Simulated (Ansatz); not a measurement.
## [H···H···SiH], doublet: the ladder up to UCCSDT(Q)

Geometry: a point of a hydrogen-transfer path between rigid fragments, not a stationary point.

```xyz
4

H    -2.4069    0.0479    0.0000
H    -1.3709    0.0479    0.0000
Si    0.1171    0.0479    0.0000
H     0.5136   -1.4316    0.0000
```

Basis cc-pVTZ; Ansatz 0.2.0. Only valence electrons are correlated (noble-gas cores frozen), which leaves 7 electrons in 71 orbitals. Prefix R: restricted or restricted open-shell reference; prefix U: unrestricted. Active spaces: valence = (7e, 7o) chosen from the atoms' valence shells.

Full CI isn't at hand for all of this; UCCSDT(Q) serves as the reference, and is uncertain by the last step of the cluster series or more. The frozen core follows each run's orbitals, which can shift R against U totals by a few meV.

HF rows: RHF is the lowest solution found. Coupled cluster chose its determinant by a search with trial CCSD, here up to 0.46 eV above the lowest Hartree–Fock solution of its kind, and MP2 stands on that determinant too.

* UHF ⟨S²⟩: 1.256
* ⟨S²⟩ of the determinant under UCCSD: 0.779
* T1 diagnostic (RCCSD): 0.0317
* largest doubles amplitude (RCCSD): 0.139
* T1 diagnostic (UCCSD): 0.0349

```tsv
level	E − E(UCCSDT(Q)) (kJ/mol)	share of correlation (%)	wall time
RHF†	451.0	–	–
RMP2	106.9	77.24	–
UMP2	110.8	76.42	–
RCCSD	21.9	95.35	–
UCCSD	21.5	95.43	–
RCCSD(T)	4.5	99.04	9 s
UCCSD(T)	4.5	99.03	21 s
BCCD(T)	4.6	99.02	10 s
RCCSDT	0.9	99.81	–
UCCSDT	0.8	99.83	–
RCCSDT(Q)	0.1	99.98	1.9 min
CASSCF (valence space)	288.2	38.66	–
NEVPT2 (valence space)	79.2	83.15	3.2 s
```

A dagger marks rows that describe another state than the reference (another or a broken symmetry, a higher spin or other natural occupations), so the difference holds a gap between states beside the method's error.

The correlation energy at UCCSDT(Q), counted from the determinant under the R cluster runs, is -4.869 eV. That run took 2.1 min on 1 thread of Arm Neoverse V1, shared host.

Run but not shown, since their state, orbitals or frozen core can't be matched to the reference's or they repeat it: UHF, CISD.

Times hold each run's SCF and search for its determinant on a shared host, so for small cases they say little of a method's own cost; they ran on 1 thread of Arm Neoverse V1.

Natural occupations of CASSCF (valence space) about the gap: 1.980 1.971 1.832 1.000 0.169 0.026 0.022; effectively unpaired electrons, Σ n²(2−n)², 1.20.
